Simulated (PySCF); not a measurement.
Species: N-methylacetamide, C3H7NO.
Numbering: `[CH3:1][NH:2][C:3]([CH3:4])=[O:5]` (hydrogens: H6, H7, H8 on C1; H9 on N2; H10, H11, H12 on C4)

Torsions of this conformer, `[CH3:1][NH:2][C:3]([CH3:4])=[O:5]`: C1–N2–C3–C4 180°.

The closed-shell ground state was solved at several levels (PySCF, density fitting, gas phase, non-relativistic). Geometry: GFN2-xTB, one conformer, isolated molecule.

```
              level  basis functions  HOMO (eV)  LUMO (eV)  gap (eV)  dipole (D)
CAM-B3LYP/def2-SVPD              159      -8.80       1.07      9.87        3.97
        B3LYP/pcJ-1              205      -6.94       0.76      7.70        3.87
     PBE0/def2-SVPD              159      -7.35       0.46      7.81        3.92
```

**Question.** What might PBE0/pcSseg-1 (120 basis functions) give for the same quantities?

**Answer.** HOMO -7.22 eV, LUMO 1.04 eV, gap 8.26 eV, dipole 3.88 D.

**Question.** Over all these levels, which gives the widest orbital gap and which the narrowest?

**Answer.** CAM-B3LYP/def2-SVPD (range-separated hybrid) has the widest, 9.87 eV, and B3LYP/pcJ-1 (global hybrid, 20 % exact exchange) the narrowest, 7.70 eV. Functional and basis both differ between the two, so the spread mixes both effects.

**Question.** How far do the dipole and the HOMO energy spread over the levels?

**Answer.** The dipole runs from 3.87 to 3.97 D (mean 3.91 D) and the HOMO from -8.80 to -6.94 eV.
